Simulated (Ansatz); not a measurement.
Basis-set series for CH2FN, SMILES `N=CF`. Charge 0, multiplicity 1. All single points use the PBE0-D4/def2-TZVP geometry. It is one conformer, not always the lowest.

```json
{"functional": "PBE0-D4", "basis": "def2-TZVPP", "functions": "121", "energy (Eh)": "-193.76202", "HOMO (eV)": "-8.81", "LUMO (eV)": "-0.16"}
{"functional": "PBE0-D4", "basis": "def2-QZVPP", "functions": "231", "energy (Eh)": "-193.77265", "HOMO (eV)": "-8.86", "LUMO (eV)": "-0.27"}
{"functional": "ωB97M-V", "basis": "def2-TZVPP", "functions": "121", "energy (Eh)": "-193.90767", "HOMO (eV)": "-11.25", "LUMO (eV)": "2.17"}
{"functional": "ωB97M-V", "basis": "def2-QZVPP", "functions": "231", "energy (Eh)": "-193.91784", "HOMO (eV)": "-11.30", "LUMO (eV)": "1.82"}
```

Task: Give the rows for def2-SVP. (Estimate.)

Result: The calculation gave: 
```json
{"functional": "PBE0-D4", "basis": "def2-SVP", "functions": "52", "energy (Eh)": "-193.52881", "HOMO (eV)": "-8.54", "LUMO (eV)": "0.15"}
{"functional": "ωB97M-V", "basis": "def2-SVP", "functions": "52", "energy (Eh)": "-193.66741", "HOMO (eV)": "-10.96", "LUMO (eV)": "2.61"}
```

Positive LUMOs are unbound and depend on the basis.

Program: Ansatz 0.2.0.
